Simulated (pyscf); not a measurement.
# Multi-bond step: HO–GeH₃ + hydrogen (H₂) → HO–GeH: [singlet] + hydrogen (H₂) + hydrogen (H₂)

Gas phase, singlet surface, charge 0. Bonds broken: Ge2–H6, Ge2–H7, H4–H8. Bonds formed: H4–H6, H7–H8. PySCF, gas phase, ωB97X-D3(BJ)/def2-SVP geometries.

Transition state (Å):

```xyz
8

O      0.7289     1.3834    -1.1422
Ge    -0.0325     0.1335    -0.1183
H      0.5360     2.2802    -0.8408
H     -0.6347    -1.3009     1.6046
H      0.4671    -1.1517    -0.8623
H      0.0483    -0.5805     1.5487
H     -1.6588    -0.5372     0.3280
H     -1.5150    -1.2785     0.9749
```

One imaginary mode, 1870i cm⁻¹; descent along it reached the two sides named.

| bond | change | reactant side (Å) | saddle | product side |
|---|---|---|---|---|
| Ge2–H6 | breaks | 1.541 | 1.815 | 3.3 |
| Ge2–H7 | breaks | 1.541 | 1.815 | 2.7 |
| H4–H8 | breaks | 0.760 | 1.083 | 3.1 |
| H4–H6 | forms | 2.9 | 0.994 | 0.761 |
| H7–H8 | forms | 2.9 | 0.994 | 0.764 |

Electronic energies relative to the separated reactants (kcal/mol):

```tsv
level	barrier	reaction energy	reverse barrier
ωB97X-D3(BJ)/def2-TZVP	66.7	+29.9	36.8
PBE/def2-TZVP	50.8	+24.3	26.5
r²SCAN/def2-TZVP	57.1	+29.3	27.9
B3LYP-D3(BJ)/def2-TZVP	59.2	+23.9	35.3
PBE0-D3(BJ)/def2-TZVP	58.8	+29.7	29.1
M06-2X/def2-TZVP	68.0	+27.5	40.5
ωB97M-D3(BJ)/def2-TZVP	64.2	+25.7	38.5
HF/def2-TZVP	93.0	+30.9	62.2
```

With ωB97M-D3(BJ)/def2-TZVP energies and thermal terms (ideal gas, 1 atm, RRHO with modes under 100 cm⁻¹ raised to 100, one conformer, R ln 2 for chiral ones without a mode under 150 cm⁻¹), in kcal/mol:

```tsv
T (K)	ΔH‡	ΔG‡	ΔH	ΔG
298	63.1	71.3	+22.8	+14.6
600	62.3	79.9	+23.4	+6.0
900	62.4	88.7	+23.2	-2.7
1200	62.8	97.4	+22.6	-11.2
```

The same reactants have a lower exit, to GeH₄ + H₂O (barrier +45.9 kcal/mol at ωB97M-D3(BJ)/def2-TZVP, against +64.2 kcal/mol here). One saddle was located; it need not be the lowest between these sides. Elements up to Kr have no core potential and no relativistic terms here.
